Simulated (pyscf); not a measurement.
Structures and frequencies: ωB97X-D3(BJ)/def2-SVP in PySCF. Correlated levels are frozen-core, on RHF or UHF. ΔMP2 is the change of the MP2 total energy from the triple- to the quadruple-zeta basis.

For formaldehyde (H₂C=O) + methyl (CH₃•) → •H₂C–O–CH₃, an addition (doublet surface; none broken, C–O formed), PBE/def2-TZVP gives ΔE‡ = 8.0 kcal/mol and ΔE = -15.5 kcal/mol (zero: the separated reactants). In which direction and how far do r²SCAN/def2-TZVP, PBE0-D3(BJ)/def2-TZVP, CCSD(T)/def2-TZVPP + ΔMP2(QZVPP) move these?

r²SCAN: ΔE‡ = 10.0 kcal/mol, ΔE = -14.8 kcal/mol; PBE0-D3(BJ): ΔE‡ = 11.8 kcal/mol, ΔE = -17.6 kcal/mol; CCSD(T): ΔE‡ = 17.7 kcal/mol, ΔE = -12.6 kcal/mol. PBE's barrier lies under all of them, by 2.0 to 9.6 kcal/mol. Its reaction energy lies among theirs. •H₂C–O–CH₃ lies 12.9 kcal/mol over its isomer H₃C–CH•–OH (electronic energy, ωB97M-D3(BJ)). This is the saddle that the search found; another between the same sides may lie lower. The CCSD(T) − MP2 part came from Ansatz, without density fitting, on the same reference. A UHF reference is spin-contaminated (<S²> up to 1.01), which harms MP2 most.
